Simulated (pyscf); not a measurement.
Optimised with ωB97X-D3(BJ)/def2-SVP in PySCF. Correlated levels are frozen-core, on RHF or UHF. ΔMP2 is the change of the MP2 total energy from the triple- to the quadruple-zeta basis.

Task: Estimate the classical barrier height and the reaction energy of H₂N–NH–GeH₃ → H₂N–NH₂ + germylene (GeH₂) [singlet] at CCSD(T)/def2-TZVPP + ΔMP2(QZVPP). The step runs on the singlet surface, breaks Ge–N, Ge–H and forms H–N; take the reactant's lowest minimum found as zero.

Result: ΔE‡ = 236.6 kJ/mol, ΔE = +164.6 kJ/mol. Zero-point energy shifts the barrier by -7.3 kJ/mol. It is a 1,1-elimination, with an imaginary mode of 1519i cm⁻¹. On the product side the descent ends in an adduct with a Ge–N contact, 124.9 kJ/mol under the separated species and 200.5 kJ/mol under the saddle at ωB97X-D3(BJ)/def2-TZVP. What is counted as broken (Ge–N) persists as a longer contact in the product adduct; parting that adduct is a step of its own. At ωB97X-D3(BJ) the barrier from the zero used here is 250.8 kJ/mol. H₂N–NH–GeH₃ lies 187.3 kJ/mol over its isomer H₂N–GeH₂–NH₂ (electronic energy, ωB97M-D3(BJ)). This is the saddle that the search found; another between the same sides may lie lower. The CCSD(T) − MP2 part came from Ansatz, without density fitting, on the same reference. The frozen core leaves the outer d or s,p core shells of the metals and heavy elements correlated in the MP2 and CC values, and def2-TZVPP describes them poorly, which can shift differences by a few kcal/mol. Elements up to Kr have no core potential and no relativistic terms here.
